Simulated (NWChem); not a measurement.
# revTPSS/pc-2 run of [AlH4]− (SMILES [AlH4-])

Aim: the vertical ionisation energy of [AlH4]− at revTPSS/pc-2, from 2 runs. 

Program for the calculation: NWChem 7.3.0.

**1. Starting point**

[AlH4]− has 5 atoms, charge -1, and is taken as a singlet. As SMILES, `[AlH4-]`. Geometry: a GFN2-xTB relaxation, a rough one for these elements and not checked as a minimum.

Bond lengths: Al1–H2 1.628 Å, Al1–H3 1.628 Å, Al1–H4 1.628 Å, Al1–H5 1.627 Å. Angles: H2–Al1–H3 109.4°, H2–Al1–H4 109.5°, H2–Al1–H5 109.4°, H3–Al1–H4 109.5°, H3–Al1–H5 109.4°, H4–Al1–H5 109.6°.

**2. Energy and forces at revTPSS/pc-2**

File struct.nw:

```
echo
start struct
title "AlH4"
memory stack 880 mb heap 220 mb global 1100 mb
charge -1
geometry noautosym nocenter noautoz
  Al   -0.000020    0.000060   -0.001080
  H     1.443510   -0.504270    0.556410
  H    -1.182970   -0.604500    0.939130
  H    -0.203840   -0.517130   -1.530710
  H    -0.056670    1.625850    0.036250
end
basis "ao basis" spherical
  * library pc-2
end
dft
  xc mgga_x_revtpss mgga_c_revtpss
  mult 1
  grid coarse
  convergence energy 1e-05
  noprint "final vectors analysis"
end
task dft gradient
```

The run is started by

```console
$ nwchem struct.nw > struct.out
```

What it wrote, cut to the lines that bear on the results:

```text
[...]
 **** WARNING Zero Coefficient **** on atom "              Al"
 angular momentum value: 0  standard basis set name: "pc-2"
 input line that generated warning:
   340:       0.997410E+05           0.168090E-03           0.000000E+00           0.000000E+00
[...]
          Wavefunction type:  closed shell.
          No. of atoms     :     5
          No. of electrons :    18
[...]
          Charge           :    -1
          Spin multiplicity:     1
[...]
          AO basis - number of functions:    90
[...]
              XC Information
              --------------
          Using LibXC version      7.1.2
                                    mgga_x_revtpss  1.000
                                    mgga_c_revtpss  1.000
[...]
 d= 0,ls=0.0,diis     1   -244.6622792070 -2.63D+02  1.42D-02  1.85D+00     1.6
[...]
 d= 0,ls=0.0,diis     6   -244.7993444299 -2.46D-07  1.62D-06  2.42D-08     7.0
         Total DFT energy =     -244.799344429916
      One electron energy =     -379.604595228931
           Coulomb energy =      136.952223468008
    Exchange-Corr. energy =      -20.249858338624
 Nuclear repulsion energy =       18.102885669632
[...]
 **** WARNING Zero Coefficient **** on atom "              Al"
 angular momentum value: 1  standard basis set name: "pc-2"
 input line that generated warning:
   356:       0.579710E+03           0.105610E-02           0.000000E+00
 **** WARNING Zero Coefficient **** on atom "              Al"
 angular momentum value: 1  standard basis set name: "pc-2"
 input line that generated warning:
   363:       0.397710E+00           0.000000E+00           0.176500E+00
[...]
  wavefunction    = closed shell
                         DFT ENERGY GRADIENTS
    atom               coordinates                        gradient
                 x          y          z           x          y          z
   1 Al     -0.000038   0.000113  -0.002041   -0.000021   0.000077  -0.000192
   2 H       2.727838  -0.952932   1.051462   -0.003120   0.001085  -0.001117
   3 H      -2.235489  -1.142339   1.774698    0.002588   0.001315  -0.001955
   4 H      -0.385202  -0.977234  -2.892622    0.000423   0.001075   0.003268
   5 H      -0.107091   3.072411   0.068503    0.000130  -0.003552  -0.000004
[...]
```

Wall time 11 s (1 thread of Intel Xeon at 2.80GHz (Skylake/Cascade Lake), shared host); peak memory 0.12 GiB.

**3. Doublet neutral AlH4**

File alh4.nw:

```
start alh4
memory 2200 mb
geometry units atomic noautosym nocenter noautoz
  Al -0.00003779  0.00011338 -0.00204090
  H   2.72783856 -0.95293219  1.05146251
  H  -2.23548931 -1.14233944  1.77469850
  H  -0.38520177 -0.97723407 -2.89262268
  H  -0.10709078  3.07241122  0.06850257
end
basis "ao basis" spherical
  * library pc-2
end
dft
  xc mgga_x_revtpss mgga_c_revtpss
  mult 2
  grid coarse
  convergence energy 1e-05
  maxiter 150
  noprint "final vectors analysis"
end
task dft gradient
```

The run is started by

```console
$ nwchem alh4.nw > alh4.out
```

What it wrote, cut to the lines that bear on the results:

```text
[...]
 **** WARNING Zero Coefficient **** on atom "              Al"
 angular momentum value: 0  standard basis set name: "pc-2"
 input line that generated warning:
   340:       0.997410E+05           0.168090E-03           0.000000E+00           0.000000E+00
[...]
          Wavefunction type:  spin polarized.
          No. of atoms     :     5
          No. of electrons :    17
[...]
          Charge           :     0
          Spin multiplicity:     2
[...]
          AO basis - number of functions:    90
[...]
              XC Information
              --------------
          Using LibXC version      7.1.2
                                    mgga_x_revtpss  1.000
                                    mgga_c_revtpss  1.000
[...]
 d= 0,ls=0.0,diis     1   -244.6013943975 -2.63D+02  3.45D-03  5.36D-02     2.0
[...]
 d= 0,ls=0.5,diis   117   -244.6392600179 -5.36D-06  9.90D-06  5.29D-05   166.2
[...]
         Total DFT energy =     -244.639263489635
      One electron energy =     -375.188203210924
           Coulomb energy =      132.428094748901
    Exchange-Corr. energy =      -19.982039391093
 Nuclear repulsion energy =       18.102884363481
[...]
      <S2> =      0.7585 (Exact =     0.7500)
[...]
 **** WARNING Zero Coefficient **** on atom "              Al"
 angular momentum value: 1  standard basis set name: "pc-2"
 input line that generated warning:
   356:       0.579710E+03           0.105610E-02           0.000000E+00
 **** WARNING Zero Coefficient **** on atom "              Al"
 angular momentum value: 1  standard basis set name: "pc-2"
 input line that generated warning:
   363:       0.397710E+00           0.000000E+00           0.176500E+00
[...]
  wavefunction    = open shell
                         DFT ENERGY GRADIENTS
    atom               coordinates                        gradient
                 x          y          z           x          y          z
   1 Al     -0.000038   0.000113  -0.002041   -0.000897   0.002533  -0.003831
   2 H       2.727839  -0.952932   1.051463   -0.000671  -0.004684  -0.010447
   3 H      -2.235489  -1.142339   1.774699   -0.000722   0.011540   0.001520
   4 H      -0.385202  -0.977234  -2.892623    0.011203  -0.004603   0.004649
   5 H      -0.107091   3.072411   0.068503   -0.008913  -0.004786   0.008109
[...]
```

It took 2.9 min on 1 thread of Intel Xeon at 2.80GHz (Skylake/Cascade Lake), shared host; peak memory 0.12 GiB.

**4. What came out**

At revTPSS/pc-2:

| quantity | value |
| --- | --- |
| singlet [AlH4]−: total energy | -244.79934 Eh |
| singlet [AlH4]−: largest force on an atom | 0.183 eV/Å |
| doublet neutral AlH4: total energy | -244.63926 Eh |
| doublet neutral AlH4: dipole moment | 0.28 D |
| doublet neutral AlH4: ⟨S²⟩ | 0.758 |
| doublet neutral AlH4: largest force on an atom | 0.667 eV/Å |
| vertical detachment energy (to the doublet neutral) | 4.356 eV |

What this shows: Removing an electron at fixed nuclei costs 4.36 eV (100 kcal/mol).
